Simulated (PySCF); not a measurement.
Rows and methods have been separated. Pair them.

C₆H₁₁ (charge +1).
InChI=1S/C6H11/c1-5(2)6(3)4/h1H2,2-4H3/q+1

The closed-shell ground state was solved 6 times with PySCF (density fitting, gas phase), always in the pcSseg-1 basis (157 functions), with these functionals: B97-2, BHandHLYP, CAM-B3LYP, KT3, LC-wPBE and mPW1PW91. Geometry: PBE0-D3(BJ)/def2-SVP; no solvent, vibrations or thermal averaging.

```json
{"row": "P", "total energy (Eh)": "-234.7801", "HOMO (eV)": "-14.73", "LUMO (eV)": "-7.47"}
{"row": "Q", "total energy (Eh)": "-234.8448", "HOMO (eV)": "-13.25", "LUMO (eV)": "-8.63"}
{"row": "R", "total energy (Eh)": "-234.7699", "HOMO (eV)": "-14.37", "LUMO (eV)": "-7.49"}
{"row": "S", "total energy (Eh)": "-238.7902", "HOMO (eV)": "-12.49", "LUMO (eV)": "-9.43"}
{"row": "T", "total energy (Eh)": "-234.8710", "HOMO (eV)": "-13.51", "LUMO (eV)": "-8.60"}
{"row": "U", "total energy (Eh)": "-234.7631", "HOMO (eV)": "-16.05", "LUMO (eV)": "-6.49"}
```

Which functional belongs to which row?

P = CAM-B3LYP, Q = B97-2, R = BHandHLYP, S = KT3, T = mPW1PW91, U = LC-wPBE. By rising HOMO–LUMO gap: KT3 (GGA) 3.06 eV; B97-2 (global hybrid, 21 % exact exchange) 4.62 eV; mPW1PW91 (global hybrid, 25 % exact exchange) 4.91 eV; BHandHLYP (global hybrid, 50 % exact exchange) 6.88 eV; CAM-B3LYP (range-separated hybrid) 7.26 eV; LC-wPBE (range-separated hybrid) 9.56 eV. Total energies of different functionals aren't bounds to one another; each is stationary for its own functional.

Conformer computed: `[CH2:1]=[C:2]([CH3:3])[C+:4]([CH3:5])[CH3:6]`: C1–C2–C4–C5 178°.
